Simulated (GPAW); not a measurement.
# BHF2 (SMILES FBF), step by step

Aim: a structure relaxation (HCTH407/plane waves), then the harmonic vibrations (HCTH407/plane waves) of BHF2. The job is set up through an ASE script.

Program for the calculation: GPAW 26.7.0.

4 further runs of the same task are left out: 4 set aside as unsound or not needed. Runs told in other sessions of the task aren't counted.

### 1 The molecule

The species is BHF2 (4 atoms), meant as a singlet with charge 0. SMILES: `FBF`. All atoms were displaced at random from a relaxed shape. The run starts from this shape.

Bond lengths: F1–B2 1.294 Å, B2–F3 1.389 Å, B2–H4 1.221 Å. Angles: F1–B2–F3 115.4°, F1–B2–H4 123.1°, F3–B2–H4 120.3°.

### 2 A geometry optimisation at HCTH407/plane waves (scalar-relativistic datasets, plane-wave cutoff 520 eV) (run 1)

The input, run.xyz:

```xyz
4

F      1.165101     0.435923    -0.347512
B      0.033963    -0.006488     0.098464
F     -1.095957     0.552993    -0.484917
H     -0.063330    -1.004417     0.795234
```

The input, run_relax.py:

```python
from ase.io import read, write
from ase.optimize import LBFGS
from gpaw import GPAW, PW, setup_paths
from gpaw.atom.configurations import parameters
from gpaw.atom.generator import Generator

# Geometry
mol = read('run.xyz')
mol.set_cell([9.0, 9.0, 9.0])
mol.center()

# PAW datasets for this functional
for symbol in ['B', 'F', 'H']:
    Generator(symbol, xcname='HCTH407', scalarrel=True, nofiles=True, txt=None).run(**parameters[symbol])
setup_paths.insert(0, '.')

# Ground state
dft = GPAW(mode=PW(520), xc='HCTH407', symmetry='off', maxiter=100, txt='-')
mol.calc = dft

opt = LBFGS(mol, trajectory='run.traj')
converged = opt.run(fmax=0.01, steps=100)
print('Converged:', converged)
print(f'Final energy = {mol.get_potential_energy():.5f} eV')
print(f'r(H3-B1)                {mol.get_distance(3, 1):.4f} Ang')
print(f'r(B1-F0)                {mol.get_distance(1, 0):.4f} Ang')
write('relaxed.xyz', mol)
```

Launch:

```
python3 run_relax.py
```

The log of the run:

```text
__  _  _
 | _ |_)|_||  |
 |__||  | ||/\| - 26.7.0

units:  Angstrom and eV
cores:  1
OpenMP: False

Versions:
  Python: 3.12.14
  ASE:    3.29.0
  Numpy:  2.5.5
  Scipy:  1.18.1
  Libxc:  7.0.0

Input parameters:
  mode=PW(ecut=520.0),
  maxiter=100,
  symmetry=Symmetry(point_group=False, time_reversal=False),
  xc=XC(name='HCTH407')

Diagonalizing LCAO Hamiltonian
Converting LCAO to pw mode
       .---------------------.
      /|                     |
     / |                     |
    /  |                     |
   /   |                     |
  /    |                     |
 *     |                     |
 |     |                     |
 |     |      HB             |
 |     |     F    F          |
 |     |                     |
 |     .---------------------.
 |    /                     /
 |   /                     /
 |  /                     /
 | /                     /
 |/                     /
 *---------------------*

Atoms  # Å, Bohr magnetons
|   | symbol |        x |        y |        z |    initial magnetic moments |
|---|--------|----------|----------|----------|-----------------------------|
| 0 |      F | 5.630529 | 5.161635 | 3.997329 | ( 0.0000,  0.0000,  0.0000) |
| 1 |      B | 4.499391 | 4.719224 | 4.443305 | ( 0.0000,  0.0000,  0.0000) |
| 2 |      F | 3.369471 | 5.278705 | 3.859924 | ( 0.0000,  0.0000,  0.0000) |
| 3 |      H | 4.402098 | 3.721295 | 5.140075 | ( 0.0000,  0.0000,  0.0000) |

Unit cell  # Å
| periodic |        x |        y |        z |  lengths |    angles |
|----------|----------|----------|----------|----------|-----------|
|       no | 9.000000 | 0.000000 | 0.000000 | 9.000000 | 90.000000 |
|       no | 0.000000 | 9.000000 | 0.000000 | 9.000000 | 90.000000 |
|       no | 0.000000 | 0.000000 | 9.000000 | 9.000000 | 90.000000 |

Number of symmetries: 1
Symmetry operations  # r_c * U_cc + t_c -> r_c
|   | kind |            matrix            |
|---|------|------------------------------|
| 0 |  E   |  1, 0, 0,  0, 1, 0,  0, 0, 1 |

BZ-sampling:
  Number of BZ points: 1
  Number of IBZ points: 1

  Monkhorst-Pack size: [1, 1, 1]
  Monkhorst-Pack shift: [0, 0, 0]

K-points  # in reciprocal-cell coordinates
|   |                                coordinates |     weight |
|---|--------------------------------------------|------------|
| 0 | (  0.00000000,   0.00000000,   0.00000000) | 1.00000000 |

Plane wave coefficients: 9799
Cutoff: 520.0 eV

Spin-components: 1 (collinear spins)
Bands:           13
Projectors:      18
Spin-degeneracy: 2
Datatype:        float64

  Storage: CPU
  Wave functions: 2_038_192 bytes (2_038_192 per core)
  Projectors: 4_076_384 bytes (4_076_384 per core)

Parallelization:
  kpt:    1
  domain: 1
  band:   1

Density:
  Valence electrons: 18.0
  Components: 1
  Grid points: [48 48 48]
  Charge: 0.0  # |e|

Potential:
  Grid points: [48 48 48]

species:
  F:
    name:    Fluorine
    Z:       9.0
    valence: 7
    core:    2
    charge:  0.0  # [|e|]
    file:    F.HCTH407
    compensation charges:
      type: gauss
      rc: 0.20  # [Å]
      lmax: 2
    cutoffs:
      filter: 1.14  # [Å]
      core: 0.74  # [Å]
    projectors
    | kind |    occ | energy [eV] | rcut [Å] |
    |------|--------|-------------|----------|
    |   2s |  2.000 |     -30.382 |    0.635 |
    |   2p |  5.000 |     -11.438 |    0.635 |
    |    s |        |      -3.171 |    0.635 |
    |    p |        |      15.773 |    0.635 |
    |    d |        |       0.000 |    0.635 |

    Using partial waves for F as LCAO basis

  B:
    name:    Boron
    Z:       5.0
    valence: 3
    core:    2
    charge:  0.0  # [|e|]
    file:    B.HCTH407
    compensation charges:
      type: gauss
      rc: 0.20  # [Å]
      lmax: 2
    cutoffs:
      filter: 1.14  # [Å]
      core: 1.38  # [Å]
    projectors
    | kind |    occ | energy [eV] | rcut [Å] |
    |------|--------|-------------|----------|
    |   2s |  2.000 |      -9.687 |    0.635 |
    |   2p |  1.000 |      -3.737 |    0.635 |
    |    s |        |      17.524 |    0.635 |
    |    p |        |      23.475 |    0.635 |
    |    d |        |       0.000 |    0.635 |

    Using partial waves for B as LCAO basis

  H:
    name:    Hydrogen
    Z:       1.0
    valence: 1
    core:    0
    charge:  0.0  # [|e|]
    file:    H.HCTH407
    compensation charges:
      type: gauss
      rc: 0.15  # [Å]
      lmax: 2
    cutoffs:
      filter: 0.85  # [Å]
      core: 0.53  # [Å]
    projectors
    | kind |    occ | energy [eV] | rcut [Å] |
    |------|--------|-------------|----------|
    |   1s |  1.000 |      -6.756 |    0.476 |
    |    s |        |      20.455 |    0.476 |
    |    p |        |       0.000 |    0.476 |

    Using partial waves for H as LCAO basis

Reference energy: -6115.122861  # eV

eigensolver:
  PPCG
  Converge bands: occupied
  niter=2

density mixing:
  MSR1-Mixer
  Pratt-step length: 0.05
  Maximum mixing coefficient: 0.75
  Old densities: 10
  SVD Regularization: 0.005
  Good broyden scale: 1.0
  Trust region scale: 1.0
  Backstep threshold: 4.0
  History deletion threshold: 6.0
  Fourier metric: weight=20.0, sigma=0.015

occupation numbers:
  # Zero width

poisson solver:
  ecut: 4160.0  # eV

xc functional:
  name: HCTH407 with 2 nearest neighbor stencil

Initialization done in: 2.156 s

convergence criteria:
- Maximum [total energy] change in last 3 cyles: 0.0005 eV / valence electron
- Maximum integral of absolute [dens]ity change: 0.0001 electrons / valence electron
- Maximum integral of absolute [eigenst]ate change: 4e-08 eV^2 / valence electron
maximum number of iterations: 100

[... 9 lines left out ...]
Converged in 10 steps
[... 12 lines left out ...]
  Free energy:     -20.478266
[... 2 lines left out ...]
dipole moment: (0.078472, -0.135188, 0.183415)  # |e|*Ang
[... 64 lines left out ...]
convergence criteria:
- Maximum [total energy] change in last 3 cyles: 0.0005 eV / valence electron
[... 13 lines left out ...]
Converged in 9 steps
[... 12 lines left out ...]
  Free energy:     -20.582681
[... 2 lines left out ...]
dipole moment: (-0.024618, -0.130300, 0.159344)  # |e|*Ang
[... 63 lines left out ...]
convergence criteria:
- Maximum [total energy] change in last 3 cyles: 0.0005 eV / valence electron
[... 13 lines left out ...]
Converged in 8 steps
[... 12 lines left out ...]
  Free energy:     -20.602275
[... 2 lines left out ...]
dipole moment: (-0.027178, -0.129639, 0.141294)  # |e|*Ang
[... 63 lines left out ...]
convergence criteria:
- Maximum [total energy] change in last 3 cyles: 0.0005 eV / valence electron
[... 15 lines left out ...]
Converged in 7 steps
[... 12 lines left out ...]
  Free energy:     -20.617673
[... 2 lines left out ...]
dipole moment: (-0.014930, -0.142166, 0.122625)  # |e|*Ang
[... 63 lines left out ...]
convergence criteria:
- Maximum [total energy] change in last 3 cyles: 0.0005 eV / valence electron
[... 15 lines left out ...]
Converged in 7 steps
[... 12 lines left out ...]
  Free energy:     -20.619055
[... 2 lines left out ...]
dipole moment: (-0.013512, -0.143895, 0.118672)  # |e|*Ang
[... 63 lines left out ...]
convergence criteria:
- Maximum [total energy] change in last 3 cyles: 0.0005 eV / valence electron
[... 15 lines left out ...]
Converged in 7 steps
[... 12 lines left out ...]
  Free energy:     -20.619770
[... 2 lines left out ...]
dipole moment: (-0.012935, -0.143947, 0.115256)  # |e|*Ang
[... 63 lines left out ...]
convergence criteria:
- Maximum [total energy] change in last 3 cyles: 0.0005 eV / valence electron
[... 15 lines left out ...]
Converged in 7 steps
[... 12 lines left out ...]
  Free energy:     -20.623503
[... 2 lines left out ...]
dipole moment: (-0.014498, -0.138458, 0.115601)  # |e|*Ang
[... 63 lines left out ...]
convergence criteria:
- Maximum [total energy] change in last 3 cyles: 0.0005 eV / valence electron
[... 15 lines left out ...]
Converged in 7 steps
[... 12 lines left out ...]
  Free energy:     -20.624709
[... 2 lines left out ...]
dipole moment: (-0.015921, -0.141258, 0.115724)  # |e|*Ang
[... 63 lines left out ...]
convergence criteria:
- Maximum [total energy] change in last 3 cyles: 0.0005 eV / valence electron
[... 15 lines left out ...]
Converged in 7 steps
[... 12 lines left out ...]
  Free energy:     -20.625632
[... 2 lines left out ...]
dipole moment: (-0.018718, -0.142633, 0.115802)  # |e|*Ang
[... 63 lines left out ...]
convergence criteria:
- Maximum [total energy] change in last 3 cyles: 0.0005 eV / valence electron
[... 15 lines left out ...]
Converged in 7 steps
[... 12 lines left out ...]
  Free energy:     -20.625993
[... 2 lines left out ...]
dipole moment: (-0.020895, -0.142308, 0.115757)  # |e|*Ang
[... 63 lines left out ...]
convergence criteria:
- Maximum [total energy] change in last 3 cyles: 0.0005 eV / valence electron
[... 13 lines left out ...]
Converged in 5 steps
[... 12 lines left out ...]
  Free energy:     -20.626127
[... 2 lines left out ...]
dipole moment: (-0.021148, -0.140980, 0.115989)  # |e|*Ang
[... 63 lines left out ...]
convergence criteria:
- Maximum [total energy] change in last 3 cyles: 0.0005 eV / valence electron
[... 14 lines left out ...]
Converged in 6 steps
[... 12 lines left out ...]
  Free energy:     -20.626275
[... 2 lines left out ...]
dipole moment: (-0.022467, -0.140279, 0.114905)  # |e|*Ang
[... 22 lines left out ...]
|  0.00134 |  0.00231 |  0.00225 |  # F    2
|  0.00586 |  0.02809 | -0.02553 |  # H    3

Force computation time: 0.404  # s
LBFGS:   17 hh:mm:ss      -20.626275        0.038412
       .---------------------.
      /|                     |
     / |                     |
    /  |                     |
   /   |                     |
  /    |                     |
 *     |                     |
 |     |                     |
 |     |      H              |
 |     |     F B  F          |
 |     |                     |
 |     .---------------------.
 |    /                     /
 |   /                     /
 |  /                     /
 | /                     /
 |/                     /
 *---------------------*

Atoms  # Å, Bohr magnetons
|   | symbol |        x |        y |        z |    initial magnetic moments |
|---|--------|----------|----------|----------|-----------------------------|
| 0 |      F | 5.725462 | 5.146454 | 4.034918 | ( 0.0000,  0.0000,  0.0000) |
| 1 |      B | 4.516278 | 4.713260 | 4.353412 | ( 0.0000,  0.0000,  0.0000) |
| 2 |      F | 3.472327 | 5.324313 | 3.817345 | ( 0.0000,  0.0000,  0.0000) |
| 3 |      H | 4.371732 | 3.793544 | 5.104917 | ( 0.0000,  0.0000,  0.0000) |

Unit cell  # Å
| periodic |        x |        y |        z |  lengths |    angles |
|----------|----------|----------|----------|----------|-----------|
|       no | 9.000000 | 0.000000 | 0.000000 | 9.000000 | 90.000000 |
|       no | 0.000000 | 9.000000 | 0.000000 | 9.000000 | 90.000000 |
|       no | 0.000000 | 0.000000 | 9.000000 | 9.000000 | 90.000000 |

Initialization done in: 0.799 s

convergence criteria:
- Maximum [total energy] change in last 3 cyles: 0.0005 eV / valence electron
- Maximum integral of absolute [dens]ity change: 0.0001 electrons / valence electron
- Maximum integral of absolute [eigenst]ate change: 4e-08 eV^2 / valence electron
maximum number of iterations: 100

SCF iterations
|iter     |     time |      energy | eigst |  dens |
|---------|----------|-------------|-------|-------|
|iter:   1| 00:01:47 |  -20.626323c| -4.46 |       |
|iter:   2| 00:01:48 |  -20.626321c| -6.38 | -3.51 |
|iter:   3| 00:01:49 |  -20.626313c| -5.44 | -3.56 |
|iter:   4| 00:01:51 |  -20.626312c| -6.48 | -4.02c|
|iter:   5| 00:01:52 |  -20.626312c| -7.85c| -4.41c|

Converged in 5 steps
SCF loop duration: 4.743 s (0.949 s/step)
Energy contributions relative to reference atoms: (reference = -6115.122861)

Energy contributions:
  Kinetic:          24.681539
  Coulomb:         -26.671538
  Zero:              0.510926
  External:          0.000000
  Xc:              -19.147239
  Entropy:           0.000000
  Spinorbit:         0.000000
  ----------------------------
  Free energy:     -20.626312
  Extrapolated:    -20.626312

dipole moment: (-0.022407, -0.140112, 0.114784)  # |e|*Ang

Fermi level: -5.126
Eigenvalues  # (at kpt = [0.000, 0.000, 0.000])
| band index |      eig [eV] | occ [0-2] |
|------------|---------------|-----------|
|          0 |       -31.317 |     2.000 |
|          1 |       -30.606 |     2.000 |
|          2 |       -14.308 |     2.000 |
[... 9 lines of this table left out ...]
|         12 |         1.140 |     0.000 |

Gap: 7.855 eV
Transition (v -> c):
  (s=0, k=0, n=8, [0.00, 0.00, 0.00]) -> (s=0, k=0, n=9, [0.00, 0.00, 0.00])
No difference between direct/indirect transitions
vacuum-level: 0.382  # V

Forces  # eV/Ang
|        x |        y |        z |
|----------|----------|----------|
| -0.01200 | -0.00552 |  0.00714 |  # F    0
|  0.00250 | -0.00708 |  0.00450 |  # B    1
|  0.00721 | -0.00029 |  0.00543 |  # F    2
| -0.00213 |  0.01523 | -0.01503 |  # H    3

Force computation time: 0.425  # s
LBFGS:   18 hh:mm:ss      -20.626312        0.021504
       .---------------------.
      /|                     |
     / |                     |
    /  |                     |
   /   |                     |
  /    |                     |
 *     |                     |
 |     |                     |
 |     |      H              |
 |     |     F B  F          |
 |     |                     |
 |     .---------------------.
 |    /                     /
 |   /                     /
 |  /                     /
 | /                     /
 |/                     /
 *---------------------*

Atoms  # Å, Bohr magnetons
|   | symbol |        x |        y |        z |    initial magnetic moments |
|---|--------|----------|----------|----------|-----------------------------|
| 0 |      F | 5.728142 | 5.145152 | 4.036095 | ( 0.0000,  0.0000,  0.0000) |
| 1 |      B | 4.517844 | 4.714062 | 4.352093 | ( 0.0000,  0.0000,  0.0000) |
| 2 |      F | 3.475674 | 5.326612 | 3.814434 | ( 0.0000,  0.0000,  0.0000) |
| 3 |      H | 4.370967 | 3.795537 | 5.103029 | ( 0.0000,  0.0000,  0.0000) |

Unit cell  # Å
| periodic |        x |        y |        z |  lengths |    angles |
|----------|----------|----------|----------|----------|-----------|
|       no | 9.000000 | 0.000000 | 0.000000 | 9.000000 | 90.000000 |
|       no | 0.000000 | 9.000000 | 0.000000 | 9.000000 | 90.000000 |
|       no | 0.000000 | 0.000000 | 9.000000 | 9.000000 | 90.000000 |

Initialization done in: 0.629 s

convergence criteria:
- Maximum [total energy] change in last 3 cyles: 0.0005 eV / valence electron
- Maximum integral of absolute [dens]ity change: 0.0001 electrons / valence electron
- Maximum integral of absolute [eigenst]ate change: 4e-08 eV^2 / valence electron
maximum number of iterations: 100

SCF iterations
|iter     |     time |      energy | eigst |  dens |
|---------|----------|-------------|-------|-------|
|iter:   1| 00:01:53 |  -20.626403c| -3.71 |       |
|iter:   2| 00:01:54 |  -20.626385c| -5.71 | -3.14 |
|iter:   3| 00:01:55 |  -20.626324c| -4.60 | -3.18 |
|iter:   4| 00:01:55 |  -20.626321c| -6.23 | -3.61 |
|iter:   5| 00:01:56 |  -20.626320c| -6.90 | -3.88 |
|iter:   6| 00:01:57 |  -20.626320c| -7.60c| -4.56c|

Converged in 6 steps
SCF loop duration: 3.931 s (0.655 s/step)
Energy contributions relative to reference atoms: (reference = -6115.122861)

Energy contributions:
  Kinetic:          24.736832
  Coulomb:         -26.713651
  Zero:              0.510812
  External:          0.000000
  Xc:              -19.160313
  Entropy:           0.000000
  Spinorbit:         0.000000
  ----------------------------
  Free energy:     -20.626320
  Extrapolated:    -20.626320

dipole moment: (-0.022585, -0.139966, 0.114609)  # |e|*Ang

Fermi level: -5.126
Eigenvalues  # (at kpt = [0.000, 0.000, 0.000])
| band index |      eig [eV] | occ [0-2] |
|------------|---------------|-----------|
|          0 |       -31.318 |     2.000 |
|          1 |       -30.607 |     2.000 |
|          2 |       -14.308 |     2.000 |
[... 9 lines of this table left out ...]
|         12 |         1.141 |     0.000 |

Gap: 7.857 eV
Transition (v -> c):
  (s=0, k=0, n=8, [0.00, 0.00, 0.00]) -> (s=0, k=0, n=9, [0.00, 0.00, 0.00])
No difference between direct/indirect transitions
vacuum-level: 0.382  # V

Forces  # eV/Ang
|        x |        y |        z |
|----------|----------|----------|
| -0.00318 |  0.00101 |  0.00085 |  # F    0
| -0.00013 |  0.00350 | -0.00082 |  # B    1
|  0.00265 | -0.00156 |  0.00730 |  # F    2
| -0.00647 | -0.00394 | -0.00058 |  # H    3

Force computation time: 0.349  # s
LBFGS:   19 hh:mm:ss      -20.626320        0.007917
Converged: True
Final energy = -20.62632 eV
r(H3-B1)                1.1955 Ang
r(B1-F0)                1.3231 Ang
```

Wall time 2 min (1 thread of Intel Xeon at 2.70GHz, shared host); peak memory 0.33 GiB.

The path in brief:

| step | energy from the first frame kept (eV) | largest force (eV/Å) |
| --- | --- | --- |
| 0 | 0.0000 | 2.7609 |
| 1 | -0.1044 | 0.9079 |
| 2 | -0.1240 | 0.6902 |
| 3 | -0.1394 | 0.2164 |
| 4 | -0.1408 | 0.1504 |
| 5 | -0.1415 | 0.0551 |
| 6 | -0.1416 | 0.0457 |
| 7 | -0.1419 | 0.0651 |
| 8 | -0.1422 | 0.0848 |
| 9 | -0.1425 | 0.1073 |
| 10 | -0.1430 | 0.1312 |
| 11 | -0.1436 | 0.1369 |
| 12 | -0.1452 | 0.1595 |
| 13 | -0.1464 | 0.1365 |
| 14 | -0.1474 | 0.0791 |
| 15 | -0.1477 | 0.0525 |
| 16 | -0.1479 | 0.0535 |
| 17 | -0.1480 | 0.0384 |
| 18 | -0.1480 | 0.0215 |
| 19 | -0.1481 | 0.0079 |

After the run. Bond lengths: F1–B2 1.323 Å, B2–F3 1.323 Å, B2–H4 1.195 Å. Angles: F1–B2–F3 118.2°, F1–B2–H4 120.8°, F3–B2–H4 120.9°.

(Part 1 of 2 ends here.)
